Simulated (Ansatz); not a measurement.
**C₃H₆O₂: one species, many methods**

The task here is to estimate one member of a computed series from the others.

The runs use Ansatz 0.2.0, Gaussian basis; functionals in def2-TZVPP, the program's frozen cores in correlated methods.

Plan: PBE-D4, r2SCAN-D4, PBE0-D4, B3LYP-D4, ωB97X-V, ωB97M-V, B2PLYP; CCSD(T)/def2-TZVPP; MP2/def2-QZVPP; extrapolation to the limit.

## The geometry

All runs share one geometry, relaxed beforehand with PBE0-D4 in a triple-zeta def2 set.

SMILES `CO/C=C/O`, 11 atoms, charge 0, spin multiplicity 1.

Atoms are counted from 1 here; the program's logs count them from 0.

Bond lengths: C1–O2 1.404 Å, C1–H6 1.089 Å, C1–H7 1.097 Å, C1–H8 1.097 Å, O2–C3 1.350 Å, C3–C4 1.331 Å, C3–H9 1.084 Å, C4–O5 1.373 Å, C4–H10 1.085 Å, O5–H11 0.960 Å. Angles: O2–C1–H6 106.8°, O2–C1–H7 111.1°, O2–C1–H8 111.2°, H6–C1–H7 109.4°, H6–C1–H8 109.4°, H7–C1–H8 108.8°, C1–O2–C3 116.2°, O2–C3–C4 127.4°, O2–C3–H9 112.1°, C4–C3–H9 120.5°, C3–C4–O5 119.4°, C3–C4–H10 123.6°, O5–C4–H10 116.8°, C4–O5–H11 108.9°.

The first run:

in.yaml

```yaml
crystal:
  periodic: [false, false, false]
  atoms:
    - {symbol: C, position_ang: [-1.369743, 0.776791, 0.615151]}
    - {symbol: O, position_ang: [-0.651133, 1.133062, -0.536925]}
    - {symbol: C, position_ang: [0.424601, 0.371070, -0.829188]}
    - {symbol: C, position_ang: [0.902292, -0.655192, -0.129452]}
    - {symbol: O, position_ang: [2.078178, -1.248047, -0.518783]}
    - {symbol: H, position_ang: [-2.195065, 1.481504, 0.701997]}
    - {symbol: H, position_ang: [-0.739016, 0.840851, 1.510424]}
    - {symbol: H, position_ang: [-1.767866, -0.242152, 0.534265]}
    - {symbol: H, position_ang: [0.921795, 0.698700, -1.734508]}
    - {symbol: H, position_ang: [0.451009, -1.017992, 0.787979]}
    - {symbol: H, position_ang: [2.010248, -2.195393, -0.380261]}
basis:
  gaussian: {orbitals: def2-TZVPP}
hamiltonian: {xc: pbe, dispersion: d4}
output: {forces: true, orbitals: {seedname: orbitals}}
```

Command:

```bash
$ ansatz run in.yaml --threads 4 --pin off --events-out ev --progress --plain --max-ram 10444MiB
```

Among the steps run: PBE-D4 (GGA); r2SCAN-D4 (meta-GGA); PBE0-D4 (hybrid); B3LYP-D4 (hybrid); ωB97X-V (range-separated); ωB97M-V (range-separated); B2PLYP (double hybrid); CCSD(T) in def2-TZVPP; MP2 in def2-QZVPP.

One table of the session follows, with a row left open; its other results are not shown here.

```
            method  atoms, summed (eV)  atomisation energy (eV)
            PBE-D4           -7249.248                   46.925
         r2SCAN-D4           -7254.979                   45.622
           PBE0-D4           -7250.733                   45.696
          B3LYP-D4           -7259.560                   45.476
           ωB97X-V           -7256.721                   45.471
           ωB97M-V           -7256.138                   45.595
            B2PLYP           -7253.918                   45.026
     HF/def2-TZVPP           -7230.271                   31.911
    MP2/def2-TZVPP                   ?                        ?
   CCSD/def2-TZVPP           -7245.947                   43.459
CCSD(T)/def2-TZVPP           -7246.268                   44.247
           MP2/CBS           -7245.908                   46.424
       CCSD(T)/CBS           -7248.799                   45.450
```

Q: Estimate the row for MP2/def2-TZVPP from the others.

**Answer.** atoms, summed (eV): -7243.377; atomisation energy (eV): 45.221. In the column «atoms, summed (eV)» it lies between MP2/CBS (-7245.908) and HF/def2-TZVPP (-7230.271).
